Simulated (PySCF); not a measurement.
Static response to an electric field

Species: C₄H₆PS (charge +1).
SMILES with atom numbers: `[PH3+:1][c:2]1[cH:3][cH:4][s:5][cH:6]1` (hydrogens: H7, H8, H9 on P1; H10 on C3; H11 on C4; H12 on C6)

Cartesian coordinates in Å at the GFN2-xTB level; atoms count from 1:
```
atom  x, y, z in Å
P1    -1.8656    0.1931    0.0496
C2    -0.1262   -0.1385    0.0217
C3     0.8562    0.8894   -0.0951
C4     2.1106    0.3784   -0.1147
S5     2.1296   -1.3343    0.0060
C6     0.4365   -1.3991    0.0834
H7    -2.5530   -0.7124    0.8188
H8    -2.4651    0.1676   -1.1914
H9    -2.1127    1.4414    0.5622
H10    0.6263    1.9383   -0.1536
H11    3.0353    0.9161   -0.1885
H12   -0.0706   -2.3406    0.1755
```

Level: PBE0/def2-SVPD (PySCF), static field, nuclei fixed, core orbitals frozen in the response. The polarisability tensor in these axes (au):

```
x   106.96  -8.97  -0.96
y    -8.97  79.74  -1.75
z    -0.96  -1.75  52.35
```

Problem. What are the eigenvalues, a third of the trace, and Δα (Δα² = ½Σ(αi − αj)² over the three pairs)?

Solution. Principal values 52.20, 77.20 and 109.65 au; mean 79.68 au = 11.81 Å³ = 13.14 × 10⁻⁴⁰ C²·m²/J; Δα = 49.89 au (63 % of the mean).

Problem. What depolarisation ratio follows for Rayleigh scattering of linearly polarised light, taking the static tensor?

Solution. ρ = 3Δα²/(45ᾱ² + 4Δα²) = 7467.6/(285725 + 9956.9) = 0.0253.

Problem. Traceless (Buckingham) quadrupole moment about the centre of nuclear charge: eigenvalues?

Solution. -20.93, -4.96, 25.89 D·Å. The values depend on the origin, since the species is charged. The electronic extent ⟨r²⟩ about the same centre is 906 bohr², a root-mean-square distance of 2.06 Å for the 60 electrons.

Problem. Form Σ f/ω² (atomic units) for the 8 lowest TDDFT singlets, given as eV and f, and set it beside the mean polarisability, which is this sum over all singlets: 5.10, 0.0267; 5.59, 0.0665; 5.79, 0.0520; 5.92, 0.0856; 6.18, 0.0054; 6.29, 0.0067; 6.48, 0.0220; 6.73, 0.1354.

Solution. They add up to 8.13 au, 10.2 % of the 79.68 au; the largest single term is 2.22 au, from the state at 6.73 eV. Terms in order: 0.76, 1.57, 1.15, 1.81, 0.10, 0.13, 0.39, 2.22 au. Higher excitations give the rest. The strengths listed sum to 0.400.

Problem. Along which axes do the principal values lie, and how far do the nuclei extend along each?

Solution. Largest value along (0.96, -0.29, -0.01), where the nuclei span 5.09 Å; middle along (0.29, 0.96, -0.08), 4.31 Å; least along (0.03, 0.07, 1.00), 1.94 Å. The response follows the extents in order.

Isolated species at its GFN2-xTB geometry, gas phase. GFN2-xTB frequencies show an imaginary mode (22i cm⁻¹), so this geometry is no minimum at that level.
